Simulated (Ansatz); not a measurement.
Coupled-cluster run, C₆H₄, SMILES `c1ccccc#1`.

```yaml
crystal:
  periodic: [false, false, false]
  atoms:
    - {symbol: C, position_ang: [0.235966, -0.225935, -1.624608]}
    - {symbol: C, position_ang: [0.190375, -1.300488, -0.768122]}
    - {symbol: C, position_ang: [-0.017917, -0.855850, 0.546963]}
    - {symbol: C, position_ang: [-0.151622, 0.496574, 0.873147]}
    - {symbol: C, position_ang: [-0.088098, 1.517206, -0.088522]}
    - {symbol: C, position_ang: [0.117317, 0.974705, -1.335049]}
    - {symbol: H, position_ang: [0.293811, -2.347744, -1.020344]}
    - {symbol: H, position_ang: [-0.077172, -1.593410, 1.340984]}
    - {symbol: H, position_ang: [-0.311079, 0.770654, 1.911139]}
    - {symbol: H, position_ang: [-0.191591, 2.564287, 0.164402]}
basis:
  gaussian: {orbitals: def2-TZVPP}
correlation: {method: ccsd_t}
output: {orbitals: {seedname: orbitals}}
```

```sh
$ ansatz run in.yaml --threads 4 --pin off --events-out ev --progress --plain --max-ram 10444MiB
```

Output of Ansatz, abridged:

```
Functional definition: HF
1474 factors; integrals over basis functions are off by at most 1.1e-3 eV
mean field evaluation 1: about -6240.1068 eV, gradient 3.5e1 eV
mean field evaluation 2: about -6240.5164 eV, gradient 3.5e1 eV
mean field evaluation 4: about -6244.1255 eV, gradient 4.4e0 eV
mean field evaluation 8: about -6244.1997 eV, gradient 1.7e-1 eV
mean field evaluation 32: about -6235.6530 eV, gradient 2.9e-1 eV
mean field -6244.20000108 eV, -229.4701175687 hartree, gradient 2.7e-6 eV, S^2 0.000000; 0 other end points of the search recorded, 0 dependent functions left out; unrestricted orbitals would lower it
mean field evaluation 64: about -6245.0482 eV, gradient 7.2e-2 eV
6 core orbitals not correlated: weight in the atoms' cores, before any rotation towards them, 1.000 or more for the frozen orbitals, at most 0.000 for the correlated occupied ones
reference -6244.20000108 eV, -229.4701175687 hartree; 14, 14 occupied and 222, 222 virtual orbitals, 1474 factors
second order -25.72755896 eV of doubles, -0.00000000 eV of singles
cycle   1  -24.88825976 eV  change    8.4e-1 eV  update   1.4e-1
cycle   2  -25.72088664 eV  change   -8.3e-1 eV  update   5.2e-2
cycle   3  -25.92130654 eV  change   -2.0e-1 eV  update   2.1e-2
cycle   4  -25.91941959 eV  change    1.9e-3 eV  update   7.5e-3
cycle   5  -25.92288999 eV  change   -3.5e-3 eV  update   3.2e-3
cycle   6  -25.92524348 eV  change   -2.4e-3 eV  update   1.1e-3
cycle   7  -25.92505249 eV  change    1.9e-4 eV  update   4.1e-4
cycle   8  -25.92512773 eV  change   -7.5e-5 eV  update   1.5e-4
cycle   9  -25.92522854 eV  change   -1.0e-4 eV  update   5.5e-5
cycle  10  -25.92520895 eV  change    2.0e-5 eV  update   1.7e-5
perturbative correction -1.59148659 eV, -0.0584860534 hartree
Total energy: -6271.71669662 eV, -230.4813374784 hartree
```

Hardware: 4 threads of an Arm Neoverse V1 on a shared host. Wall time 2.1 min, peak host memory 5 GiB.

The correlation energy is -27.517 eV, 5.8 % of it from (T); the T1 diagnostic reads 0.0127.
